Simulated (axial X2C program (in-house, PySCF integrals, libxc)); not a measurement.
# Spin–orbit effects along a row: homonuclear dimers (ions), PBE0

All values come from calculations with an in-house all-electron X2C program for linear molecules (integrals from PySCF), spin-free (one-electron X2C) or two-component (2c: spin–orbit coupling with atomic mean-field Coulomb and Gaunt terms, which also bring small scalar terms), in Dyall basis sets with cores contracted in-house; open shells are unrestricted.

Basis sets: Al dyall-v3z, Cl dyall-av3z, Mg dyall-cv3z, Na dyall-cv3z, P dyall-v3z, S dyall-av3z, Si dyall-v3z.

```json
{"molecule": "Na₂⁺", "spin-free state": "M_S = 1/2, Λ = 0", "Re (Å)": "3.634", "ωe (cm⁻¹)": "111.5", "De (eV)": "1.06", "2c state": "Ω = 1/2", "Re 2c (Å)": "3.634", "ωe 2c (cm⁻¹)": "111.5", "De 2c (eV)": "1.06"}
{"molecule": "Mg₂⁺", "spin-free state": "M_S = 1/2, Λ = 0", "Re (Å)": "3.040", "ωe (cm⁻¹)": "203.4", "De (eV)": "1.48", "2c state": "Ω = 1/2", "Re 2c (Å)": "3.040", "ωe 2c (cm⁻¹)": "203.3", "De 2c (eV)": "1.48"}
{"molecule": "Al₂⁺", "spin-free state": "M_S = 1/2, Λ = 0", "Re (Å)": "3.259", "ωe (cm⁻¹)": "155.8", "De (eV)": "1.60", "2c state": "Ω = 1/2", "Re 2c (Å)": "3.260", "ωe 2c (cm⁻¹)": "155.7", "De 2c (eV)": "1.60"}
{"molecule": "Si₂⁺", "spin-free state": "M_S = 3/2, Λ = 0", "Re (Å)": "2.281", "ωe (cm⁻¹)": "466.8", "De (eV)": "3.66", "2c state": "Ω = 3/2", "Re 2c (Å)": "2.282", "ωe 2c (cm⁻¹)": "466.7", "De 2c (eV)": "3.66"}
{"molecule": "P₂⁺", "spin-free state": "M_S = 1/2, Λ = 1", "Re (Å)": "1.974", "ωe (cm⁻¹)": "720.8", "De (eV)": "4.84", "2c state": "Ω = 3/2", "Re 2c (Å)": "1.975", "ωe 2c (cm⁻¹)": "720.6", "De 2c (eV)": "4.86"}
{"molecule": "S₂⁺", "spin-free state": "M_S = 1/2, Λ = 1", "Re (Å)": "1.821", "ωe (cm⁻¹)": "858.2", "De (eV)": "5.27", "2c state": "Ω = 1/2", "Re 2c (Å)": "1.821", "ωe 2c (cm⁻¹)": "857.9", "De 2c (eV)": "5.30"}
{"molecule": "Cl₂⁺", "spin-free state": "M_S = 1/2, Λ = 1", "Re (Å)": "1.898", "ωe (cm⁻¹)": "667.6", "De (eV)": "4.09", "2c state": "Ω = 3/2", "Re 2c (Å)": "1.898", "ωe 2c (cm⁻¹)": "667.4", "De 2c (eV)": "4.12"}
```

Question: Work out the shifts from the spin-free to the two-component result.

Answer: 

```
molecule  2c state  ΔRe (Å)  Δωe (cm⁻¹)  ΔDe (eV)
    Na₂⁺   Ω = 1/2    0.000         0.0      0.00
    Mg₂⁺   Ω = 1/2    0.000        -0.1      0.00
    Al₂⁺   Ω = 1/2    0.001        -0.1      0.00
    Si₂⁺   Ω = 3/2    0.001        -0.1      0.00
     P₂⁺   Ω = 3/2    0.001        -0.2      0.02
     S₂⁺   Ω = 1/2    0.000        -0.3      0.03
    Cl₂⁺   Ω = 3/2    0.000        -0.2      0.03
```

Shifts of one unit in the last digit are rounding.

Fragments in 2c: Na + Na+, Mg+ + Mg, Al+ + Al, Si+ + Si, P+ + P, S+ + S, Cl+ + Cl. Each entry is the lowest single determinant of a limited PBE0 search at one distance. De goes to single-determinant-based atoms at the same level (for ions the charge split of lowest energy) and is withheld (n/a) where an atom does not fit its ground term or J level. Main or longest-lived isotopes. One determinant is a doubtful description, or other states lie close, for Si₂⁺, P₂⁺; these need not be ground states, and all values refer to the states named. With several unpaired electrons the Ω given is that of one determinant, not necessarily of the lowest component. Some light 2c atoms are not at their ground J level, so De misses part of their lowering (0.04 eV or less). The functionals have no current term, which raises determinants with orbital currents.
